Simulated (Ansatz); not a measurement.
The input, for Ansatz 0.2.0:

```yaml
crystal:
  periodic: [false, false, false]
  atoms:
    - {symbol: Al, position_ang: [0.000000, 0.037959, 0.699921]}
    - {symbol: C, position_ang: [0.000000, -0.140772, -1.377903]}
    - {symbol: H, position_ang: [0.000000, 0.661310, -2.316977]}
basis:
  gaussian: {orbitals: 6-31G}
magnetization: {spin_polarized: false}
hamiltonian: {pseudopotentials: {relativity: none}}
correlation: {method: ccsd, electrons: outside_noble_gas}
```

```sh
$ ansatz run in.yaml --threads 1 --pin off --events-out ev --progress --plain --max-ram 2393MiB
```

Log:

```
297 factors; integrals over basis functions are off by at most 2.9e-4 eV
mean field evaluation 1: about -7620.6355 eV, gradient 1.8e1 eV
mean field evaluation 2: about -7620.6361 eV, gradient 1.8e1 eV
mean field evaluation 4: about -7622.4071 eV, gradient 2.6e0 eV
mean field evaluation 8: about -7622.6059 eV, gradient 2.0e-1 eV
mean field evaluation 16: about -7622.6414 eV, gradient 3.3e-1 eV
mean field evaluation 32: about -7622.6054 eV, gradient 2.1e-1 eV
mean field evaluation 64: about -7614.1601 eV, gradient 1.1e1 eV
mean field evaluation 96: about -7622.6059 eV, gradient 2.1e-1 eV
mean field evaluation 128: about -7618.9748 eV, gradient 8.6e0 eV
mean field evaluation 160: about -7612.7977 eV, gradient 2.2e1 eV
mean field -7622.98842165 eV, -280.1396574485 hartree, gradient 1.4e-6 eV, S^2 0.000000; 8 other end points of the search recorded, 0 dependent functions left out; unrestricted orbitals would lower it
mean field evaluation 192: about -7623.2236 eV, gradient 8.1e0 eV
determinant -7622.98842165 eV, -280.1396574485 hartree, with singles and doubles -7626.35145937 eV, -280.2632468051 hartree
determinant -7622.60684161 eV, -280.1256346406 hartree, with singles and doubles -7626.48725627 eV, -280.2682372491 hartree
determinant -7622.98842165 eV, -280.1396574485 hartree, with singles and doubles -7626.37195342 eV, -280.2639999475 hartree
determinant -7622.60684161 eV, -280.1256346406 hartree, with singles and doubles -7626.52913169 eV, -280.2697761426 hartree
mean field evaluation 224: about -7622.6287 eV, gradient 3.4e-1 eV
mean field evaluation 256: about -7623.5039 eV, gradient 1.1e-4 eV
mean field evaluation 288: about -7623.9874 eV, gradient 1.2e0 eV
mean field evaluation 320: about -7624.1907 eV, gradient 4.8e-1 eV
unrestricted determinant -7624.20609625 eV, -280.1844061648 hartree, S^2 1.1321
6 core orbitals not correlated: weight in the atoms' cores, before any rotation towards them, 1.000 or more for the frozen orbitals, at most 0.000 for the correlated occupied ones
reference -7622.60684161 eV, -280.1256346406 hartree; 4, 4 occupied and 14, 14 virtual orbitals, 297 factors
second order -2.78208588 eV of doubles, -0.00000000 eV of singles
cycle   1  -3.92228992 eV  change    1.7e-7 eV  update   5.2e-6
cycle   2  -3.92228646 eV  change    3.5e-6 eV  update   4.0e-6
cycle   3  -3.92228143 eV  change    5.0e-6 eV  update   3.1e-6
cycle   4  -3.92227418 eV  change    7.2e-6 eV  update   2.0e-6
cycle   5  -3.92227210 eV  change    2.1e-6 eV  update   1.3e-6
WARN: the results are in doubt because among natural orbitals full CI differs from the method by -0.143 eV
Total energy: -7626.52911371 eV, -280.2697754816 hartree
In doubt: among natural orbitals full CI differs from the method by -0.143 eV
```

Ran on 1 thread of Arm Neoverse V1, shared host: 0.88 s wall, 0.14 GiB peak host memory.
